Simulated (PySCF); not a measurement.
# AlHSCl (SMILES [SH][Al][Cl]) at UCISD/STO-3G

Aim: the energy change on altering one bond length of AlHSCl at UCISD/STO-3G, from 2 runs. Input form: a Python script.

The results are computed with PySCF 2.14.0.

8 further runs of the same task are left out: 8 set aside as unsound or not needed.

### Step 1. The structure to begin with

AlHSCl: 4 atoms, total charge 0, spin state doublet. As SMILES, `[SH][Al][Cl]`. Geometry: relaxed at PBE0-D4/def2-TZVP.

Bond lengths: S1–Al2 2.193 Å, Al2–Cl3 2.107 Å, S1–H4 1.345 Å. Angles: S1–Al2–Cl3 115.5°, Al2–S1–H4 92.8°.

### Step 2. The energy at UCISD/STO-3G

input.xyz reads:

```xyz
4
AlClHS
S      0.439800     0.984900    -0.744700
Al    -0.394100    -0.525900     0.609100
Cl     0.226200    -2.507400     0.251000
H     -0.216400     1.988100    -0.135600
```

job.py reads:

```python
# [SH][Al][Cl]
from pyscf import gto, ci

mol = gto.Mole()
mol.atom = 'input.xyz'
mol.charge = 0
mol.basis = 'sto-3g'
mol.spin = 1
mol.verbose = 4
mol.max_memory = 1860
mol.build()

mf = mol.UHF()
mf.conv_tol = 1e-10
mf.kernel()
if not mf.converged:
    mf = mf.newton().run(mf.mo_coeff, mf.mo_occ)

cisd = ci.CISD(mf, frozen=15)
cisd.kernel()
e_final = cisd.e_tot
print('E(%s) = %.9f' % ('CISD', e_final))
```

Command:

```
$ OMP_NUM_THREADS=1 python job.py
```

The program printed:

```text
PySCF version 2.14.0

[INPUT] num. atoms = 4
[INPUT] num. electrons = 47
[INPUT] charge = 0
[INPUT] spin (= nelec alpha-beta = 2S) = 1
[INPUT] symmetry False subgroup None
[INPUT] Mole.unit = angstrom
[INPUT] Symbol           X                Y                Z      unit          X                Y                Z       unit  Magmom
[INPUT]  1 S      0.439800000000   0.984900000000  -0.744700000000 AA    0.831101549584   1.861191260084  -1.407279044964 Bohr   0.0
[INPUT]  2 Al    -0.394100000000  -0.525900000000   0.609100000000 AA   -0.744741065691  -0.993806968909   1.151032182473 Bohr   0.0
[INPUT]  3 Cl     0.226200000000  -2.507400000000   0.251000000000 AA    0.427456049377  -4.738299284734   0.474321257266 Bohr   0.0
[INPUT]  4 H     -0.216400000000   1.988100000000  -0.135600000000 AA   -0.408936733356   3.756964508248  -0.256246862491 Bohr   0.0

nuclear repulsion = 156.154884413321
number of shells = 16
number of NR pGTOs = 84
number of NR cGTOs = 28
basis = sto-3g
ecp = {}

******** <class 'pyscf.scf.uhf.UHF'> ********
method = UHF
initial guess = minao
damping factor = 0
level_shift factor = 0
DIIS = <class 'pyscf.scf.diis.CDIIS'>
diis_start_cycle = 1
diis_space = 8
diis_damp = 0
SCF conv_tol = 1e-10
SCF conv_tol_grad = None
SCF max_cycles = 50
direct_scf = True
direct_scf_tol = 1e-13
number electrons alpha = 24  beta = 23
Set gradient conv threshold to 1e-05
init E= -1086.72080476282
[... the frontier-level lines of each cycle are left out ...]

cycle= 1 E= -1087.36119392307  delta_E= -0.64  |g|= 0.238  |ddm|= 1.84
cycle= 2 E= -1087.42544086953  delta_E= -0.0642  |g|= 0.0602  |ddm|= 0.655
cycle= 3 E= -1087.43056035102  delta_E= -0.00512  |g|= 0.0232  |ddm|= 0.15
cycle= 4 E= -1087.43194743462  delta_E= -0.00139  |g|= 0.00721  |ddm|= 0.111
cycle= 5 E= -1087.4321202706  delta_E= -0.000173  |g|= 0.00289  |ddm|= 0.0422
cycle= 6 E= -1087.4321537441  delta_E= -3.35e-05  |g|= 0.00108  |ddm|= 0.019
cycle= 7 E= -1087.43215883698  delta_E= -5.09e-06  |g|= 0.000267  |ddm|= 0.009
cycle= 8 E= -1087.43215907328  delta_E= -2.36e-07  |g|= 8.65e-05  |ddm|= 0.0016
cycle= 9 E= -1087.43215909623  delta_E= -2.3e-08  |g|= 2.78e-05  |ddm|= 0.000502
cycle= 10 E= -1087.43215909835  delta_E= -2.12e-09  |g|= 1.17e-05  |ddm|= 0.000125
cycle= 11 E= -1087.43215909877  delta_E= -4.2e-10  |g|= 3.58e-06  |ddm|= 6.48e-05
cycle= 12 E= -1087.43215909881  delta_E= -3.87e-11  |g|= 1e-06  |ddm|= 1.95e-05
Extra cycle  E= -1087.43215909881  delta_E= -1.82e-12  |g|= 5.9e-07  |ddm|= 2.57e-06
converged SCF energy = -1087.43215909881  <S^2> = 0.75874669  2S+1 = 2.0087276

******** <class 'pyscf.ci.ucisd.UCISD'> ********
CISD nocc = (np.int64(9), np.int64(8)), nmo = (13, 13)
frozen orbitals 15
max_cycle = 50
direct = 0
conv_tol = 1e-09
max_cycle = 50
max_space = 12
lindep = 0
nroots = 1
Init t2, MP2 energy = -0.0414685109568318
UCISD converged
E(UCISD) = -1087.488316787626  E_corr = -0.05615768881693736
E(CISD) = -1087.488316788
```

Wall time 0.74 s (1 thread of Arm Neoverse V2, shared host); peak memory 0.12 GiB.

### Step 3. The distorted shape

input.py reads:

```python
from pyscf import gto, ci

system = gto.M(
    atom='''
S      1.940815     3.704331    -3.181532
Al    -0.394100    -0.525900     0.609100
Cl     0.226200    -2.507400     0.251000
H      1.284615     4.707531    -2.572432
''',
    spin=1,
    charge=0,
    verbose=4,
    basis='sto-3g',
    max_memory=1860,
)

calc0 = system.UHF()
calc0.conv_tol = 1e-10
calc0.kernel()
if not calc0.converged:
    calc0 = calc0.newton().run(calc0.mo_coeff, calc0.mo_occ)

cisd = ci.CISD(calc0, frozen=15)
cisd.kernel()
etot = cisd.e_tot
print('E(%s) = %.9f' % ('CISD', etot))
```

Command:

```
$ OMP_NUM_THREADS=1 python input.py
```

The program printed:

```text
PySCF version 2.14.0

[INPUT] num. atoms = 4
[INPUT] num. electrons = 47
[INPUT] charge = 0
[INPUT] spin (= nelec alpha-beta = 2S) = 1
[INPUT] symmetry False subgroup None
[INPUT] Mole.unit = angstrom
[INPUT] Symbol           X                Y                Z      unit          X                Y                Z       unit  Magmom
[INPUT]  1 S      1.940815000000   3.704331000000  -3.181532000000 AA    3.667608808448   7.000171064736  -6.012224136540 Bohr   0.0
[INPUT]  2 Al    -0.394100000000  -0.525900000000   0.609100000000 AA   -0.744741065691  -0.993806968909   1.151032182473 Bohr   0.0
[INPUT]  3 Cl     0.226200000000  -2.507400000000   0.251000000000 AA    0.427456049377  -4.738299284734   0.474321257266 Bohr   0.0
[INPUT]  4 H      1.284615000000   4.707531000000  -2.572432000000 AA    2.427570525508   8.895944312900  -4.861191954067 Bohr   0.0

nuclear repulsion = 101.672442450214
number of shells = 16
number of NR pGTOs = 84
number of NR cGTOs = 28
basis = sto-3g
ecp = {}

******** <class 'pyscf.scf.uhf.UHF'> ********
method = UHF
initial guess = minao
damping factor = 0
level_shift factor = 0
DIIS = <class 'pyscf.scf.diis.CDIIS'>
diis_start_cycle = 1
diis_space = 8
diis_damp = 0
SCF conv_tol = 1e-10
SCF conv_tol_grad = None
SCF max_cycles = 50
direct_scf = True
direct_scf_tol = 1e-13
number electrons alpha = 24  beta = 23
Set gradient conv threshold to 1e-05
init E= -1086.20770282531
[... the frontier-level lines of each cycle are left out ...]

cycle= 1 E= -1086.94403843218  delta_E= -0.736  |g|= 0.292  |ddm|= 1.81
cycle= 2 E= -1083.40303116514  delta_E= 3.54  |g|= 0.599  |ddm|= 3.59
cycle= 3 E= -1087.00336574151  delta_E= -3.6  |g|= 0.204  |ddm|= 3.56
cycle= 4 E= -1087.02889194384  delta_E= -0.0255  |g|= 0.132  |ddm|= 0.197


cycle= 5 E= -1087.34678540486  delta_E= -0.318  |g|= 0.13  |ddm|= 1.86
cycle= 6 E= -1087.35409010239  delta_E= -0.0073  |g|= 0.102  |ddm|= 0.081
cycle= 7 E= -1087.36562367603  delta_E= -0.0115  |g|= 0.0215  |ddm|= 0.243
cycle= 8 E= -1087.36623403263  delta_E= -0.00061  |g|= 0.00348  |ddm|= 0.0783
cycle= 9 E= -1087.36624443595  delta_E= -1.04e-05  |g|= 0.00363  |ddm|= 0.0179
cycle= 10 E= -1087.36625991104  delta_E= -1.55e-05  |g|= 0.00123  |ddm|= 0.0092
cycle= 11 E= -1087.36626141809  delta_E= -1.51e-06  |g|= 0.000478  |ddm|= 0.00271
cycle= 12 E= -1087.36626165534  delta_E= -2.37e-07  |g|= 5.1e-05  |ddm|= 0.00112
cycle= 13 E= -1087.36626166553  delta_E= -1.02e-08  |g|= 2.77e-05  |ddm|= 0.000302
cycle= 14 E= -1087.36626167057  delta_E= -5.03e-09  |g|= 2.03e-05  |ddm|= 0.000215
cycle= 15 E= -1087.36626167596  delta_E= -5.4e-09  |g|= 7.96e-06  |ddm|= 0.00039
cycle= 16 E= -1087.36626167669  delta_E= -7.29e-10  |g|= 1.98e-06  |ddm|= 0.000169
cycle= 17 E= -1087.36626167672  delta_E= -2.64e-11  |g|= 1.72e-07  |ddm|= 3.47e-05
Extra cycle  E= -1087.36626167672  delta_E=    0  |g|= 9.07e-08  |ddm|= 3.78e-07
converged SCF energy = -1087.36626167672  <S^2> = 0.75286944  2S+1 = 2.0028674

******** <class 'pyscf.ci.ucisd.UCISD'> ********
CISD nocc = (np.int64(9), np.int64(8)), nmo = (13, 13)
frozen orbitals 15
max_cycle = 50
direct = 0
conv_tol = 1e-09
max_cycle = 50
max_space = 12
lindep = 0
nroots = 1
Init t2, MP2 energy = -0.0387025865578819
UCISD converged
E(UCISD) = -1087.424144682808  E_corr = -0.05788300608915809
E(CISD) = -1087.424144683
```

Run time: 0.7 s. Hardware: 1 thread of Arm Neoverse V2, shared host; peak memory 0.12 GiB.

### Step 4. Outcome

At UCISD/STO-3G, 15 core orbitals frozen:

```
                                                                   quantity           value
                                                  first shape: total energy  -1087.48832 Eh
                          first shape: dipole moment (Hartree–Fock density)          4.57 D
    first shape: HOMO energy (Hartree–Fock orbitals) (highest over α and β)        -5.83 eV
     first shape: LUMO energy (Hartree–Fock orbitals) (lowest over α and β)         5.13 eV
                  first shape: correlation energy (15 core orbitals frozen)       -56.2 mEh
                             first shape: ⟨S²⟩ of the reference determinant           0.759
                                              distorted shape: total energy  -1087.42414 Eh
                      distorted shape: dipole moment (Hartree–Fock density)          4.78 D
distorted shape: HOMO energy (Hartree–Fock orbitals) (highest over α and β)        -5.87 eV
 distorted shape: LUMO energy (Hartree–Fock orbitals) (lowest over α and β)         5.81 eV
              distorted shape: correlation energy (15 core orbitals frozen)       -57.9 mEh
                         distorted shape: ⟨S²⟩ of the reference determinant           0.753
         energy change with the S1–Al2 bond stretched from 2.193 to 6.141 Å        1.746 eV
```

What this shows: With the S1–Al2 bond stretched from 2.193 to 6.141 Å the energy rises by 1.75 eV (168 kJ/mol). The first shape isn't relaxed at this level, so the change isn't measured from a minimum. The minimal basis adds a large error of its own. Mulliken charges (distorted shape) of the mean-field density run from -0.60 on Cl3 to +0.60 on Al2.
